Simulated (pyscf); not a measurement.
HS–SnH₂–GeH₃ (SMILES [SH][SnH2][GeH3]) + H₂ (SMILES [H][H]) -> H₃Ge–SnH₃ (SMILES [GeH3][SnH3]) + H₂S (SMILES S), a four-centre exchange (singlet surface; S–Sn, H–H broken, H–Sn, H–S formed). Single points on ωB97X-D3(BJ)/def2-SVP structures (PySCF, gas phase). Energies in kcal/mol from the separated reactants.

Small-basis levels: PySCF, no dispersion term, spherical d functions. 

### Question
In single points BP86/6-31G*+LANL2DZ puts the saddle at 46.2 kcal/mol and the reaction energy at +9.2 kcal/mol. Should these be trusted to within a few kcal/mol? Compare with ωB97M-D3(BJ)/def2-TZVP.

### Answer
ωB97M-D3(BJ)/def2-TZVP gives ΔE‡ = 50.9 kcal/mol and ΔE = +8.1 kcal/mol. BP86/6-31G*+LANL2DZ lies 4.7 kcal/mol under it in the barrier and 1.1 kcal/mol over it in the reaction energy, so on this step it does not hold to within 3.0 kcal/mol. ωB97M-D3(BJ)/def2-TZVP has limits of its own. One saddle was located; it need not be the lowest between these sides. In the def2 sets elements up to Kr have no core potential. In the def2 sets elements past Kr carry core potentials, without spin-orbit coupling.
